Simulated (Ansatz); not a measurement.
Relaxation of C₃H₇F (11 atoms, charge 0, multiplicity 1), to a largest force component of 0.015 eV/Å in at most 40 steps.

Theory: RKS revPBE/6-31G* in Ansatz 0.2.0.

```xyz
11
Properties=species:S:1:pos:R:3
C -0.207 1.002 -0.681
C -0.514 -0.323 -0.089
C 0.586 -0.763 0.806
F -0.547 -1.210 -1.107
H -1.074 1.314 -1.382
H -0.166 1.831 0.080
H 0.687 1.045 -1.289
H -1.420 -0.304 0.452
H 1.566 -0.808 0.310
H 0.416 -1.764 1.237
H 0.738 -0.078 1.683
```

Task: Where does it end, and by what steps?

Result: It converged. After 4 steps the energy has fallen by 0.366 eV; F4 moved furthest, 0.09 Å.

| step | energy less start (eV) | largest force component (eV/Å) | accepted |
| --- | --- | --- | --- |
| 0 | 0.0000 | 2.871 | yes |
| 1 | -0.3172 | 1.008 | yes |
| 2 | -0.3644 | 0.152 | yes |
| 3 | -0.3658 | 0.045 | yes |
| 4 | -0.3659 | 0.011 | yes |

```xyz
11
Properties=species:S:1:pos:R:3
C -0.240 1.063 -0.714
C -0.485 -0.310 -0.083
C 0.635 -0.779 0.850
F -0.616 -1.259 -1.127
H -1.058 1.318 -1.409
H -0.188 1.847 0.062
H 0.709 1.066 -1.277
H -1.450 -0.305 0.463
H 1.599 -0.808 0.312
H 0.420 -1.791 1.231
H 0.738 -0.097 1.712
```

Time of the run: 13 s on 1 thread of Arm Neoverse V2, on a shared host, peak memory 0.14 GiB.
